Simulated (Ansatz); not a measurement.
in.yaml

```yaml
crystal:
  periodic: [false, false, false]
  atoms:
    - {symbol: Al, position_ang: [0.000000, 0.000000, 1.586946]}
    - {symbol: O, position_ang: [0.000000, 0.000000, -0.146400]}
    - {symbol: O, position_ang: [0.000000, 0.000000, -1.440545]}
basis:
  gaussian: {orbitals: cc-pVTZ}
magnetization: {spin_polarized: false, initial_magnetization: 1}
correlation: {method: ccsd_t, electrons: outside_noble_gas}
output: {forces: true}
```

```sh
$ ansatz run in.yaml --threads 2 --pin off --events-out ev --progress --plain --max-ram 23808MiB --backend cuda --devices 0, --max-vram 18GiB
```

Log:

```
592 factors; integrals over basis functions are off by at most 9.9e-4 eV
mean field evaluation 1: about -10646.1001 eV, gradient 4.2e1 eV
mean field evaluation 2: about -10646.1122 eV, gradient 4.2e1 eV
mean field evaluation 4: about -10653.9333 eV, gradient 2.4e1 eV
mean field evaluation 8: about -10656.0131 eV, gradient 1.3e0 eV
mean field evaluation 16: about -10646.1001 eV, gradient 4.2e1 eV
mean field evaluation 32: about -10652.0014 eV, gradient 2.6e-3 eV
mean field evaluation 64: about -10651.0221 eV, gradient 1.1e1 eV
mean field evaluation 96: about -10656.0217 eV, gradient 1.3e-1 eV
mean field evaluation 128: about -10649.0766 eV, gradient 2.0e-4 eV
mean field evaluation 160: about -10648.9179 eV, gradient 4.2e-1 eV
mean field evaluation 192: about -10648.7564 eV, gradient 8.5e-2 eV
mean field evaluation 224: about -10647.2630 eV, gradient 1.4e-1 eV
mean field evaluation 256: about -10646.1146 eV, gradient 4.7e-1 eV
mean field evaluation 288: about -10645.5586 eV, gradient 7.7e0 eV
mean field evaluation 320: about -10646.0851 eV, gradient 1.6e0 eV
mean field -10656.02182922 eV, -391.6015793128 hartree, gradient 3.9e-6 eV, S^2 0.750000; 5 other end points of the search recorded, 0 dependent functions left out
mean field evaluation 352: about -10656.1961 eV, gradient 1.6e-1 eV
determinant -10656.02182922 eV, -391.6015793128 hartree, with singles and doubles -10669.98222914 eV, -392.1146145471 hartree
determinant -10652.00142560 eV, -391.4538322049 hartree, with singles and doubles -10666.92944386 eV, -392.0024267575 hartree
7 core orbitals not correlated: weight in the atoms' cores, before any rotation towards them, 1.000 or more for the frozen orbitals, at most 0.000 for the correlated occupied ones
reference -10656.02182922 eV, -391.6015793128 hartree; 8, 7 occupied and 79, 80 virtual orbitals, 592 factors
second order -13.26767932 eV of doubles, -0.11843859 eV of singles
cycle   1  -13.86446496 eV  change    -1.1e0 eV  update   2.8e-2
cycle   2  -13.90589968 eV  change   -4.1e-2 eV  update   7.0e-3
cycle   3  -13.90699087 eV  change   -1.1e-3 eV  update   4.3e-3
cycle   4  -13.91140528 eV  change   -4.4e-3 eV  update   2.0e-3
cycle   5  -13.91372388 eV  change   -2.3e-3 eV  update   1.1e-3
cycle   6  -13.91514884 eV  change   -1.4e-3 eV  update   5.2e-4
cycle   7  -13.91551689 eV  change   -3.7e-4 eV  update   1.9e-4
cycle   8  -13.91573137 eV  change   -2.1e-4 eV  update   6.8e-5
cycle   9  -13.91572279 eV  change    8.6e-6 eV  update   2.2e-5
cycle  10  -13.91571408 eV  change    8.7e-6 eV  update   1.1e-5
cycle  11  -13.91572047 eV  change   -6.4e-6 eV  update   5.0e-6
cycle  12  -13.91571987 eV  change    5.9e-7 eV  update   2.5e-6
perturbative correction -0.56403460 eV, -0.0207278893 hartree
the calculation of the forces begins
Total energy: -10670.50158369 eV, -392.1337004750 hartree
Atom 0 at     0.000000     0.000000     1.586946 Å, force     0.000000     0.000000     0.159408 eV/Å
Atom 1 at     0.000000     0.000000    -0.146400 Å, force     0.000000     0.000000     0.999608 eV/Å
Atom 2 at     0.000000     0.000000    -1.440545 Å, force    -0.000000    -0.000000    -1.159016 eV/Å
Dipole moment:     0.000000     0.000000     0.429094 e Å
```

Forces (eV/Å):
```
Al   0.000  0.000  0.159
O    0.000  0.000  1.000
O    0.000  0.000 -1.159
```

For the same geometry and basis UCCSDT(Q) lies 61.4 meV lower.

Ran on 2 threads of AMD EPYC 7R13 with a shared H100 80 GB, shared host: 6 s wall, 0.93 GiB peak host memory.
